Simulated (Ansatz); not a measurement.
A run for Ansatz (a program for electronic structure): U-PBE0/def2-TZVPPD on NH2 (SMILES [NH2]), 2S+1 = 2. Files ending in .json are basis or fitting sets from the Basis Set Exchange.

Ansatz 0.2 input:
```yaml
crystal:
  periodic: [false, false, false]
  atoms:
    - {symbol: N, position_ang: [0.00000000, 0.00000000, -0.08007491]}
    - {symbol: H, position_ang: [0.00000000, -0.80231373, 0.55629442]}
    - {symbol: H, position_ang: [0.00000000, 0.80231373, 0.55629442]}
basis:
  gaussian:
    orbitals: def2-TZVPPD.json
hamiltonian:
  xc: {name: PBE0}
magnetization: {spin_polarized: true, initial_magnetization: 1}
```

The log:

```
WARN ansatz: RAYON_NUM_THREADS=2 ignored (pool sized by the plan → 2); use --threads N
Functional definition: PBE0
integrals: 0.01 GiB planned
297 factors; their error is unknown
mean field: 0.14 GiB planned
mean field evaluation 1: about -1517.2074 eV, gradient 2.4e1 eV
mean field evaluation 2: about -1516.1367 eV, gradient 2.8e1 eV
mean field evaluation 4: about -1519.4215 eV, gradient 1.4e-1 eV
mean field evaluation 8: about -1519.4231 eV, gradient 1.6e-2 eV
mean field -1519.42308633 eV, -55.8377685207 hartree, gradient 1.3e-5 eV, S^2 0.753782; 0 other end points of the search recorded, 0 dependent functions left out
reference -1519.42310624 eV, -55.8377692523 hartree; 5, 4 occupied and 66, 67 virtual orbitals, 297 factors
Total energy: -1519.42310624 eV, -55.8377692523 hartree
```

The run converged.

Cost: about 0.6 core-seconds (a rough figure).
